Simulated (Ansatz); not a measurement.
# AlNH (quartet): wave-function methods side by side at distance Al1–H3 = 1.266 Å, 6-31G

How much of the correlation energy of AlNH (quartet) does each wave-function method recover here?

Program: Ansatz 0.2.0, Gaussian basis. Level of theory: 6-31G, core rule «outside noble gas», up to 6 orbitals frozen. These are calculated values, not measurements.

Plan: UHF; CCSD(T) on ROHF; CCSD(T) on UHF; BCCD(T) on ROHF; CISD; CCSDT(Q) on ROHF; CCSDT(Q) on UHF; CCSDTQ on ROHF; CASSCF and MRCISD+Q, 5 electrons in 5 orbitals; CASSCF and NEVPT2, 5 electrons in 5 orbitals; CASSCF and MRCISD+Q, 9 electrons in 9 orbitals; CASSCF and NEVPT2, 9 electrons in 9 orbitals; Full CI.

13 further runs of the same task are left out: 10 that didn't finish, 3 set aside as unsound or not needed.

### 1 What is computed

The geometry derives from a PBE0/def2-TZVP stationary point (not a proven minimum). One bond is set to the value named and the two fragments are kept rigid.

3 atoms, charge 0, spin multiplicity 4.

Atoms are counted from 1 here; the program's logs count them from 0.

Bond lengths: Al1–N2 1.919 Å, Al1–H3 1.266 Å. Angles: N2–Al1–H3 112.5°.

### 2 UHF

in.yaml

```yaml
crystal:
  periodic: [false, false, false]
  atoms:
    - {symbol: Al, position_ang: [0.000000, -0.097387, 0.621431]}
    - {symbol: N, position_ang: [0.000000, 0.114801, -1.285737]}
    - {symbol: H, position_ang: [0.000000, 1.011653, 1.231992]}
basis:
  gaussian: {orbitals: 6-31G}
magnetization: {spin_polarized: true, initial_magnetization: 3}
hamiltonian: {xc: hf}
output: {orbitals: {seedname: orbitals}}
```

Launch:

```
$ ansatz run in.yaml --threads 1 --pin off --events-out ev --progress --plain --max-ram 2393MiB
```

The runs that follow: CCSD(T) on ROHF; CCSD(T) on UHF; BCCD(T) on ROHF; CISD; CCSDT(Q) on ROHF; CCSDT(Q) on UHF; CCSDTQ on ROHF; CASSCF and MRCISD+Q, 5 electrons in 5 orbitals; CASSCF and NEVPT2, 5 electrons in 5 orbitals; CASSCF and MRCISD+Q, 9 electrons in 9 orbitals; CASSCF and NEVPT2, 9 electrons in 9 orbitals; Full CI.

Q: Predict the results of all the runs planned. Wanted: FCI below the RHF energy; RMP2 from FCI; UMP2 from FCI; RCCSD from FCI; RCCSD(T) from FCI; UCCSD(T) from FCI; RCCSDT(Q) from FCI; UCCSDT(Q) from FCI; NEVPT2 pair from FCI.

**Answer**, as computed:

| quantity | value |
| --- | --- |
| FCI below the RHF energy | -2.7462 eV |
| RMP2 from FCI | +14.05 kcal/mol |
| UMP2 from FCI | +13.53 kcal/mol |
| RCCSD from FCI | +1.55 kcal/mol |
| RCCSD(T) from FCI | +0.46 kcal/mol |
| UCCSD(T) from FCI | +0.44 kcal/mol |
| RCCSDT(Q) from FCI | +0.01 kcal/mol |
| UCCSDT(Q) from FCI | -0.02 kcal/mol |
| NEVPT2 pair from FCI | +12.46 kcal/mol |
| MRCISD+Q pair from FCI | +0.58 kcal/mol |
| NEVPT2 valence from FCI | +8.12 kcal/mol |
| levels within 1 kcal/mol (43 meV) | RCCSD(T), UCCSD(T), BCCD(T), RCCSDT, UCCSDT, RCCSDT(Q), UCCSDT(Q), RCCSDTQ, MRCISD+Q pair, MRCISD+Q valence |
| T1 diagnostic | 0.032 |
| effectively unpaired electrons | 3.02 |

RCCSD(T) lands +0.46 kcal/mol from the yardstick (0.7 % of the correlation energy). One determinant dominates. Of the multireference levels listed MRCISD+Q pair comes nearest in total energy (+0.58 kcal/mol), which doesn't show that its space is the better one. These misses are within one basis, not against nature; the frozen cores of restricted and unrestricted runs differ, which can shift their rows.
